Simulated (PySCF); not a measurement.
Gas-phase reaction: 4 CH₂Cl + C₃H₈ = 4 CH₃Cl + C₃H₄ (cyclic)

Computed with PySCF and rigid-rotor harmonic-oscillator thermochemistry at 1 bar. † marks an energy on the PBE0/def2-TZVP geometry and frequencies; other levels use their own. MP2 and CCSD(T) freeze the core. 6-31G* has spherical d functions here. Open shells (unrestricted): CH₂Cl (multiplicity 2); the rest are closed-shell singlets. B3LYP is the form with VWN-RPA correlation. CH₂Cl: computed as isolated molecules; such fragments, hydroxides, amides, oligomers or adducts are transient or little studied in the gas. MP2 isn't extrapolated to the basis-set limit; its ΔH°(298 K) is -407.4 kJ in def2-SVP and -428.1 kJ in def2-TZVPP. CCSD(T) isn't extrapolated to the basis-set limit; its ΔH°(298 K) is -376.1 kJ in def2-SVP and -387.9 kJ in def2-TZVPP. The harmonic model lacks anharmonicity and excited electronic states, which grow with temperature; levels with a mode under 35 cm⁻¹ are left out. Internal rotation in C₃H₈ is treated as a harmonic vibration of one conformer, which makes the entropy rough. Warning, point group unlike the PBE0 one: CH₂Cl (B3LYP/6-31G*, HF/6-31G*).

| level | ΔE electronic, kJ | ΔH°(298 K), kJ | ΔS°(298 K), J/K | ΔG°(1400 K), kJ |
|---|---|---|---|---|
| B3LYP/6-31G* | -409 | -382 | -111 | -199 |
| BLYP/def2-TZVP† | -390 | -364 | -75 | -232 |
| CCSD(T)/def2-SVP† | -402 | -376 | -75 | -244 |
| HF/6-31G* | -231 | -200 | -79 | -62 |
| MP2/def2-TZVPP† | -454 | -428 | -75 | -296 |
| PBE/def2-SVP | -398 | -375 | -82 | -235 |
| PBE0/def2-SVP† | -383 | -358 | -75 | -226 |
| PBE0/def2-TZVP | -382 | -356 | -75 | -224 |
| r2SCAN/def2-TZVP† | -342 | -317 | -75 | -185 |
| ωB97X-V/def2-TZVP† | -412 | -386 | -75 | -254 |
ΔH° is lowest at MP2/def2-TZVPP† and highest at HF/6-31G*. No reference value is set beside these.
